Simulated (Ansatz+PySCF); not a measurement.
Values are calculated unless marked as measured or tabulated.
Several solutions for singlet C3H5(+)

```xyz
8

C    -0.0096   -0.0021   -0.4907
C    -0.0056    1.1980    0.2120
C     0.0076   -1.1938    0.2163
H    -0.0091   -0.0029   -1.5843
H     0.0090    2.1624   -0.3000
H     0.0000    1.2078    1.3177
H    -0.0031   -2.1513   -0.2979
H    -0.0041   -1.2040    1.2995
```

Basis set: def2-SVP (spherical functions). Charge 1, multiplicity 1.

UHF was run from several starts with Ansatz (development build ahead of 0.2.0) and PySCF 2.14.0.

```csv
run,program,start,converged,energy (hartree),<S²>
A,Ansatz,search for the lowest state,yes,-116.10525,0.17
B,PySCF,program defaults,yes,-116.10466,0.00
C,Ansatz,stability test followed,yes,-116.10525,0.17
D,PySCF,"guess huckel, instabilities followed",yes,-116.10525,0.17
E,PySCF,"guess minao, instabilities followed",yes,-116.10525,0.17
F,Ansatz,"atomic start, no search",yes,-116.10466,0.00
G,PySCF,"guess atom, instabilities followed",yes,-116.10525,0.17
H,PySCF,"guess 1e, instabilities followed",yes,-116.10525,0.17
```

Which runs reached the lowest solution of this kind, and what is wrong with the others?

A, C, D, E, G, H reached the lowest solution found. Converged but too high: B by 0.02 eV, F by 0.02 eV. Convergence only shows a stationary point, and even a stable one can lie too high; stability tests and further starts are what find lower ones. Caution: the unrestricted determinant is spin contaminated.
